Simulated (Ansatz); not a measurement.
`OCO`. Total charge 0; spin multiplicity 1.

```xyz
7

O     0.3717    0.9699   -0.7231
C    -0.1303    0.2148    0.3397
O    -0.9126   -0.8736   -0.0544
H     1.1237    0.5159   -1.1114
H     0.6856   -0.1145    0.9994
H    -0.7959    0.8787    0.8906
H    -0.3421   -1.5912   -0.3408
```

Question: List the harmonic frequencies (cm⁻¹, unscaled) at PBE0-D4/def2-TZVP in Ansatz. (Best estimate.)

Answer: The calculation gave: 186, 395, 549, 1002, 1089, 1097, 1169, 1375, 1414, 1442, 1511, 2997, 3135, 3861, 3862.

Question: Is this a minimum?

Answer: Yes, all 15 modes are real.

Question: Give the ideal-gas thermochemistry at 298.15 K and 1 bar (rigid rotor, harmonic oscillator; point group Cs, symmetry number 1).

Answer: Zero-point energy 150.0 kJ/mol; H(298) − E = 163.2 kJ/mol; entropy 266.1 J/(mol·K), of which translation 157.1, rotation 91.8, vibration 17.3; G(298) − E = 83.8 kJ/mol.

Question: And at 400, 500, 600, 800 and 1000 K?

Answer: 
```tsv
T (K)	H − E (kJ/mol)	S (J/mol/K)	G − E (kJ/mol)
400	169.7	285.0	55.7
500	177.3	301.8	26.4
600	185.8	317.4	-4.6
800	205.3	345.3	-70.9
1000	227.2	369.7	-142.5
```
